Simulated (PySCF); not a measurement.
Gas-phase reaction: SiH2Cl2 + H2 → SiH4 + Cl2

Energies from PySCF, thermal terms from the rigid-rotor harmonic-oscillator model, ideal gas at 1 bar. The comparison is the NASA 1993 polynomial table, which mixes measured and estimated data. † marks an energy on the PBE0/def2-TZVP geometry and frequencies; other levels use their own. MP2 and CCSD(T) freeze the core. All species are closed-shell singlets. MP2 isn't extrapolated to the basis-set limit; its ΔH°(298 K) is 357.4 kJ in def2-SVP and 366.0 kJ in def2-TZVPP. CCSD(T) isn't extrapolated to the basis-set limit; its ΔH°(298 K) is 332.5 kJ in def2-SVP and 341.4 kJ in def2-TZVPP. The harmonic model lacks anharmonicity and excited electronic states, which grow with temperature; levels with a mode under 35 cm⁻¹ are left out. The table's entry may be an old estimate for SiH2Cl2 (not checked at source).

```json
[
 {"level": "table", "ΔH°(298 K), kJ": "354.8", "minus table": "-", "ΔG°(1200 K), kJ": "351.1"},
 {"level": "BLYP/def2-TZVP†", "ΔH°(298 K), kJ": "311.2", "minus table": "-43.6", "ΔG°(1200 K), kJ": "307.9"},
 {"level": "CCSD(T)/def2-TZVPP†", "ΔH°(298 K), kJ": "341.4", "minus table": "-13.4", "ΔG°(1200 K), kJ": "338.2"},
 {"level": "MP2/def2-SVP†", "ΔH°(298 K), kJ": "357.4", "minus table": "2.6", "ΔG°(1200 K), kJ": "354.1"},
 {"level": "MP2/def2-TZVPP†", "ΔH°(298 K), kJ": "366.0", "minus table": "11.2", "ΔG°(1200 K), kJ": "362.7"},
 {"level": "PBE/def2-TZVP†", "ΔH°(298 K), kJ": "322.4", "minus table": "-32.4", "ΔG°(1200 K), kJ": "319.1"},
 {"level": "PBE0/def2-TZVP", "ΔH°(298 K), kJ": "334.8", "minus table": "-20.0", "ΔG°(1200 K), kJ": "331.5"},
 {"level": "r2SCAN/def2-TZVP†", "ΔH°(298 K), kJ": "349.9", "minus table": "-4.9", "ΔG°(1200 K), kJ": "346.6"},
 {"level": "LDA/def2-TZVP†", "ΔH°(298 K), kJ": "328.9", "minus table": "-25.9", "ΔG°(1200 K), kJ": "325.7"},
 {"level": "ωB97M-V/def2-TZVP†", "ΔH°(298 K), kJ": "342.9", "minus table": "-11.9", "ΔG°(1200 K), kJ": "339.7"}
]
```
